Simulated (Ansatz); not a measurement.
A made-up structure of C₂H₃Si, doublet:

C1  (-0.308, 0.375, -0.287)
C2  (0.494, -0.617, 0.398)
Si3  (1.420, -1.753, 1.228)
H4  (2.453, -2.001, 2.171)
H5  (0.265, 0.955, -1.020)
H6  (-0.681, 1.093, 0.457)
(Å)

It is relaxed with PBE-D4/def2-SVP and then PBE0-D4/def2-TZVP (Ansatz 0.2.0). Atoms count as bonded within 1.22 times the sum of their covalent radii (H–H: 0.88 Å). The end point is not checked to be a true minimum.

**Question.** Does its bonding change? (Judge from chemistry; the calculation decides.)

**Answer.** By the calculation: No: no bond forms or breaks.

Where it ends: The first stage lowers the energy by 1.45 eV in 14 steps. It ends as C₂H₃Si ([CH2][C][SiH]):
C1  (0.020, 0.450, -0.074)
C2  (0.596, -0.578, 0.487)
Si3  (1.012, -1.991, 1.460)
H4  (2.463, -1.642, 1.718)
H5  (0.407, 0.878, -0.999)
H6  (-0.855, 0.935, 0.356)
(Å)

Labels in which every atom is bracketed show which atoms are joined, not bond orders.

For scale, one of the runs: PBE0-D4/def2-TZVP relaxation, 117 basis functions, launched by `ansatz run in.yaml --threads 2 --pin off --events-out ev --progress --plain --max-ram 4352MiB`. The run took about 35 s on 2 CPU threads of an Intel Xeon Platinum 8259CL (shared host).
